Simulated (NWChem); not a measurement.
**Correlation energy of fluorine (F$_{2}$)**

```xyz
2

F      0.0000     0.0000     0.6882
F      0.0000     0.0000    -0.6882
```
Charge 0, spin multiplicity 1.

All runs are NWChem calculations. Structure: optimised with PBE0/def2-SVP, a minimum by its harmonic frequencies.

Basis set: cc-pVQZ. Each correlation energy counts from its own Hartree-Fock reference.

The correlated methods keep 2 core orbitals frozen. Coupled-cluster values serve here as a point of comparison, not as the truth.

| method | correlation energy (mHa) |
|---|---|
| RI-MP2 | -565.4 |
| CR-CCSD(T) | -582.5 |
| CR-CCSD[T] | … |
| MP2 | -565.4 |
| CCSD+T(CCSD) | -586.6 |
| CCSD | … |
| CCSD(T) | -585.9 |
| SCS-MP2 | -558.5 |

Problem. Complete the blanks.

Solution. 
- CR-CCSD[T], correlation energy (mHa): -583.2
- CCSD, correlation energy (mHa): -565.9
